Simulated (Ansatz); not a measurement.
Input file:

```yaml
crystal:
  periodic: [false, false, false]
  atoms:
    - {symbol: B, position_ang: [0.000000, 0.000000, 0.826501]}
    - {symbol: C, position_ang: [0.000000, 0.000000, -0.555344]}
    - {symbol: H, position_ang: [0.000000, -0.925158, -1.123694]}
    - {symbol: H, position_ang: [0.000000, 0.925158, -1.123694]}
basis:
  gaussian: {orbitals: cc-pVDZ}
magnetization: {spin_polarized: false, initial_magnetization: 1}
correlation: {method: fic_mrcisd_q, electrons: outside_noble_gas, active_space: {window: {electrons: 9, orbitals: 10}, shells: [{species: B, l: s, shell: 2}, {species: B, l: p, shell: 2}, {species: C, l: s, shell: 2}, {species: C, l: p, shell: 2}, {species: H, l: s, shell: 1}]}}
```

```sh
$ ansatz run in.yaml --threads 1 --pin off --events-out ev --progress --plain --max-ram 2393MiB
```

Output:

```
703 factors; integrals over basis functions are off by at most 1.8e-7 eV
mean field evaluation 1: about -1727.4850 eV, gradient 2.5e1 eV
mean field evaluation 2: about -1727.4864 eV, gradient 2.5e1 eV
mean field evaluation 4: about -1729.9496 eV, gradient 3.3e0 eV
mean field evaluation 8: about -1730.0918 eV, gradient 1.2e-1 eV
mean field evaluation 16: about -1729.3543 eV, gradient 6.0e-2 eV
mean field -1730.09187668 eV, -63.5797037695 hartree, gradient 1.4e-6 eV, S^2 0.750000; 3 other end points of the search recorded, 0 dependent functions left out
reference -1730.09187668 eV, -63.5797037695 hartree; 7, 6 occupied and 31, 32 virtual orbitals, 703 factors
state -1733.09392655 eV, -63.6900270675 hartree
contracted CI cycle   1: correlation 0.00000000 eV, 0.0000000000 hartree, residual 1.48e1 eV
contracted CI cycle   2: correlation -2.80131410 eV, -0.1029463945 hartree, residual 2.93e0 eV
contracted CI cycle   3: correlation -2.90914439 eV, -0.1069090845 hartree, residual 6.00e-1 eV
contracted CI cycle   4: correlation -2.91383491 eV, -0.1070814580 hartree, residual 1.48e-1 eV
contracted CI cycle   5: correlation -2.91411691 eV, -0.1070918213 hartree, residual 3.70e-2 eV
contracted CI cycle   6: correlation -2.91413392 eV, -0.1070924464 hartree, residual 9.61e-3 eV
contracted CI cycle   7: correlation -2.91413508 eV, -0.1070924888 hartree, residual 2.58e-3 eV
contracted CI cycle   8: correlation -2.91413516 eV, -0.1070924917 hartree, residual 6.74e-4 eV
state -1733.09392655 eV, -63.6900270675 hartree; corrected -1736.14223940 eV, -63.8020504985 hartree
Total energy: -1736.14223940 eV, -63.8020504985 hartree
Checks for a lower state left out: starts, orbital_swaps
```

Natural occupations: 1.9827 1.9697 1.9692 1.9271 1.0028 0.0735 0.0222 0.0216 0.0166 0.0146.

For the same geometry and basis UCCSDT(Q) lies 27.9 meV lower.

Ran on 1 thread of Arm Neoverse V1, shared host: 9.5 s wall, 0.54 GiB peak host memory.
